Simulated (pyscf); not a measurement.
`[SiH3][O][SiH3]` + `[OH2]` → `[OH][SiH2][O][SiH3]` + `[H][H]` (four-centre exchange; singlet surface; H–Si, H–O broken, O–Si, H–H formed). Single points on ωB97X-D3(BJ)/def2-SVP structures (PySCF, gas phase). Rate constants from transition-state theory, ωB97M-D3(BJ)/def2-TZVP energies (ideal gas, 1 atm, RRHO with modes under 100 cm⁻¹ raised to 100, one conformer, R ln 2 for rigid chiral ones; no tunnelling), k in cm³ molecule⁻¹ s⁻¹.

```
T (K)  1000/T  log10 k
-----  ------  -------
298     3.354   -38.34
600     1.667   -25.95
900     1.111        ?
1200    0.833   -19.39
```

### Question
Fit an Arrhenius line to the three values, give the activation energy, and predict k at 900 K.

### Answer
Least squares gives log10 k = -13.27 − 7.49 × 1000/T, so Ea = 7.49 × ln 10 × 1.987 = 34.3 kcal/mol, against an electronic barrier of 33.8. At 900 K the line gives -21.59; the computed value is -21.67 (ΔG‡ = 66.0 kcal/mol), a factor 1.2 under the line, since the plot is curved. This is the saddle that the search found; another between the same sides may lie lower.
